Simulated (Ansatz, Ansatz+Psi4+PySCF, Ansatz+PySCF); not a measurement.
```yaml
atoms:
  - { symbol: C, position_ang: [-0.6602, 0.0000, 1.4542] }
  - { symbol: N, position_ang: [0.2555, 0.0000, 2.0943] }
```

Basis set: cc-pVTZ (spherical functions). Correlated methods keep 2 orbitals frozen. Correlation on ROHF uses semicanonical orbitals with singles. Charge 0, multiplicity 2.

Computed with Ansatz (development build ahead of 0.2.0); each method stands on the lowest determinant of its kind that the runs found.

The atomization energy at this shape (free ground-state atoms in the same class of orbitals less the molecule, no zero-point energy) of doublet CN:

```tsv
method	atomization energy
ROHF-CCSD(T)	165.76 kcal/mol
UHF-CCSD(T)	165.01 kcal/mol
UHF-CCSD	157.07 kcal/mol
ROHF-MP2	173.94 kcal/mol
```

What does UHF-MP2 give?

163.50 kcal/mol. Caution: the shape is not the minimum. Caution for ROHF-CCSD(T), ROHF-MP2: large amplitudes, a single reference is doubtful. Caution for UHF-CCSD(T), UHF-CCSD, UHF-MP2: the unrestricted determinant is spin contaminated. Caution for ROHF-MP2, UHF-MP2: forces differ strongly between restricted and unrestricted references.
